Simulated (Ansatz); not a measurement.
Ideal-gas functions of `O=CO` at 298.15 K and 1 bar, from an Ansatz frequency run at PBE0-D4/def2-TZVP.

Molar mass 46.03 g/mol, point group Cs (symmetry number 1), electronic degeneracy 1, moments of inertia 6.45, 41.456, 47.906 u Å². Harmonic wavenumbers (cm⁻¹, unscaled): 636, 693, 1063, 1150, 1317, 1404, 1854, 3064, 3765.

Use S(trans) = R[1.5 ln M + 2.5 ln T − 1.1517]; rotational temperatures θ = 24.2544 K / I; S(rot) = R[ln(√π/σ · √(T³/θAθBθC)) + 1.5]; for each mode x = 1.438777 ν̃/T, S = R[x/(eˣ − 1) − ln(1 − e⁻ˣ)] and H = RT x/(eˣ − 1); 1 cm⁻¹ = 0.0119627 kJ/mol; R = 8.31446 J/(mol·K).

**Question.** By hand: the entropy, in J/(mol·K).

**Answer.** Translation 156.6. Rotation: θ = 3.7604, 0.5851, 0.5063 K, giving 87.8. Vibration, mode by mode: 1.64, 1.32, 0.30, 0.21, 0.11, 0.07, 0.01, 0.00, 0.00, in all 3.7. Electronic 0.0. Sum 248.1 J/(mol·K).

**Question.** By hand: H − E and G − E in kJ/mol, counted from the electronic energy.

**Answer.** Zero-point energy ½ × 14946 × 0.0119627 = 89.4; thermal vibration 0.9; translation, rotation and pV give 4 RT = 9.9. H − E = 100.2 kJ/mol, and G − E = 100.2 − 298.15 × 248.1/1000 = 26.2 kJ/mol.

Vibration gives 1 % of the entropy; all modes have x over 3 and are hardly excited. The sum counts one conformer and one mirror image; others add a mixing term.
